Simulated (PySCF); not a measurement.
**Si(OH)₂, singlet: computed properties**

These are results of PySCF, PBE0, basis Si def2-TZVP, O def2-TZVP, H def2-TZVP (no relativity, density fitting), not measurements.

The structure is a minimum.

```
Point group                                                                   : C2v
Bond lengths                                                                  : O–H 0.960 Å (×2), Si–O 1.649 Å (×2)
Bond angles                                                                   : H–O–Si 114.7° (×2), O–Si–O 97.5°
Principal quadrupole moments (Buckingham, traceless) about the centre of mass : -9.27, -1.54, 10.81 D Å
Principal polarisabilities                                                    : 31.6, 32.9, 43.0 bohr³
Entropy at 298.15 K and 1 bar                                                 : 264.5 J/(mol K)
Atomisation energy without zero-point energy                                  : 1872 kJ/mol
Highest occupied level                                                        : -6.87 eV
Zero-point energy                                                             : 74.4 kJ/mol
Heat capacity Cp at 298.15 K                                                  : 61.0 J/(mol K)
Rotational symmetry number                                                    : 2
Dipole moment                                                                 : 1.40 D
Enthalpy at 298.15 K above 0 K                                                : 12.96 kJ/mol
Lowest empty level                                                            : -1.10 eV
Rotational constants                                                          : 0.9536, 0.2895, 0.2221 cm⁻¹
```

Harmonic modes (masses in u: Si 27.977, O 15.995, H 1.008):
| symmetry | ω (cm⁻¹) | IR (km/mol) |
| --- | --- | --- |
| a1 | 344 | 0.0 |
| a2 | 418 | 0.0 |
| b1 | 495 | 177 |
| b2 | 769 | 267 |
| a1 | 823 | 25.9 |
| a1 | 886 | 259 |
| b2 | 895 | 73.0 |
| a1 | 3905 | 0.5 |
| b2 | 3906 | 231 |

In C2v the vibrations span 4a1 + a2 + b1 + 3b2. Here b1 is antisymmetric to the molecular plane and b2 lies in it. The a2 mode carries no infrared intensity, as symmetry demands.

Charges (e):
| atom | Mulliken | Löwdin | polar tensor | Mayer order to Si1 |
| --- | --- | --- | --- | --- |
| Si1 | 0.27 | -0.05 | 0.84 | – |
| O2,3 | -0.45 | -0.13 | -0.73 | 1.17 |
| H4,5 | 0.32 | 0.15 | 0.31 | 0.04 |
Other Mayer orders above 0.3: O–H 0.88 (×2).

Mulliken populations on Si1: s 5.89, p 7.38, d 0.38, f 0.08.

This need not be the most stable arrangement of these atoms.

The final relaxation and frequency run took 25 s on 4 threads of a shared Arm Neoverse V1 host, with 111 basis functions and 14 gradients; the process peaked at 1.4 GiB. Launch command: `OMP_NUM_THREADS=4 python axn.py task.json out`.
